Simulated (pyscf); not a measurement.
This saddle point was located with ωB97X-D3(BJ)/def2-SVP in PySCF.

```
Ge
H 1 1.5675
H 1 1.5677 2 100.39
H 1 1.5688 2 99.94 3 101.93
H 1 2.5544 2 122.74 4 108.61
N 5 1.0578 1 117.11 2 80.01
H 6 1.0268 5 112.30 1 -113.72
H 6 1.0269 7 112.72 5 129.04
H 6 1.0573 7 112.29 8 129.03
```

Surface: singlet, charge 0. Lowest wavenumbers (cm⁻¹): 651i, 11, 96, 213, 227.

**Question.** What reaction is this the transition state of?

**Answer.** GeH₄ + NH₃ ⇌ GeH₄ + NH₃, a four-centre exchange read from left to right: Ge–H, H–N broken and Ge–H, H–N formed. At CCSD(T)/def2-TZVPP + ΔMP2(QZVPP) it lies +48.6 kcal/mol from the left side and +48.6 kcal/mol from the right (each side as separated species at their lowest minima found). One saddle was located; it need not be the lowest between these sides. The CCSD(T) − MP2 part came from Ansatz, without density fitting, on the same reference. The frozen core leaves the outer d or s,p core shells of the metals and heavy elements correlated in the MP2 and CC values, and def2-TZVPP describes them poorly, which can shift differences by a few kcal/mol. Elements up to Kr have no core potential and no relativistic terms here.
